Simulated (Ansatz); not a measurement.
Input file:

```yaml
crystal:
  periodic: [false, false, false]
  atoms:
    - {symbol: Sb, position_ang: [0.000000, 0.000000, 0.000000]}
    - {symbol: H, position_ang: [0.000000, 0.000000, 1.733800]}
basis:
  gaussian: {orbitals: def2-TZVPD}
magnetization: {spin_polarized: true, initial_magnetization: 0}
correlation: {method: ccsd, electrons: outside_noble_gas}
output: {forces: true}
```

```sh
$ ansatz run in.yaml --threads 1 --pin off --events-out ev --progress --plain --max-ram 2393MiB
```

Q: Roughly how long does this take on 1 thread of Arm Neoverse V1, shared host, and how much host memory?

A: 7.5 s wall and 0.23 GiB.

```
586 factors; integrals over basis functions are off by at most 8.2e-4 eV
mean field evaluation 1: about -6524.3676 eV, gradient 4.8e0 eV
mean field evaluation 2: about -6524.3679 eV, gradient 4.8e0 eV
mean field evaluation 4: about -6524.5837 eV, gradient 4.8e-1 eV
mean field evaluation 8: about -6524.5851 eV, gradient 2.4e-4 eV
mean field evaluation 16: about -6525.8795 eV, gradient 3.7e-2 eV
mean field evaluation 32: about -6524.5851 eV, gradient 6.8e-4 eV
mean field evaluation 64: about -6525.8795 eV, gradient 1.3e-2 eV
mean field evaluation 96: about -6525.4784 eV, gradient 5.7e0 eV
mean field evaluation 128: about -6524.5851 eV, gradient 9.9e-4 eV
mean field evaluation 160: about -6522.4015 eV, gradient 1.8e-3 eV
mean field evaluation 192: about -6524.5843 eV, gradient 2.1e-1 eV
mean field -6525.87955123 eV, -239.8216501077 hartree, gradient 1.3e-6 eV, S^2 1.030151; 9 other end points of the search recorded, 0 dependent functions left out
determinant -6525.87955123 eV, -239.8216501077 hartree, with singles and doubles -6528.74306310 eV, -239.9268822281 hartree
determinant -6522.40145052 eV, -239.6938322640 hartree, with singles and doubles -6525.17307930 eV, -239.7956877433 hartree
determinant -6524.58511734 eV, -239.7740805396 hartree, with singles and doubles -6527.93633907 eV, -239.8972356667 hartree
9 core orbitals not correlated: weight in the atoms' cores, before any rotation towards them, 1.000 or more for the frozen orbitals, at most 0.000 for the correlated occupied ones
reference -6525.87955123 eV, -239.8216501077 hartree; 3, 3 occupied and 53, 53 virtual orbitals, 586 factors
second order -2.17889024 eV of doubles, -0.00000000 eV of singles
cycle   1  -2.83677973 eV  change   -1.5e-1 eV  update   1.7e-2
cycle   2  -2.84257431 eV  change   -5.8e-3 eV  update   4.9e-3
cycle   3  -2.84465343 eV  change   -2.1e-3 eV  update   1.6e-3
cycle   4  -2.84529557 eV  change   -6.4e-4 eV  update   6.3e-4
cycle   5  -2.84545624 eV  change   -1.6e-4 eV  update   3.5e-4
cycle   6  -2.84568176 eV  change   -2.3e-4 eV  update   2.6e-4
cycle   7  -2.84597479 eV  change   -2.9e-4 eV  update   1.9e-4
cycle   8  -2.84625868 eV  change   -2.8e-4 eV  update   1.2e-4
cycle   9  -2.84639223 eV  change   -1.3e-4 eV  update   4.7e-5
cycle  10  -2.84641851 eV  change   -2.6e-5 eV  update   1.3e-5
cycle  11  -2.84642347 eV  change   -5.0e-6 eV  update   4.6e-6
cycle  12  -2.84642429 eV  change   -8.2e-7 eV  update   1.6e-6
WARN: the results are in doubt because among natural orbitals full CI differs from the method by +0.442 eV
the calculation of the forces begins
Total energy: -6528.72597552 eV, -239.9262542710 hartree
Atom 0 at     0.000000     0.000000     0.000000 Å, force    -0.000000    -0.000000     0.166755 eV/Å
Atom 1 at     0.000000     0.000000     1.733800 Å, force     0.000000    -0.000000    -0.166755 eV/Å
Dipole moment:     0.000000    -0.000000    -0.037829 e Å
In doubt: among natural orbitals full CI differs from the method by +0.442 eV
```

Forces (eV/Å):
```
Sb   0.000  0.000  0.167
H    0.000  0.000 -0.167
```
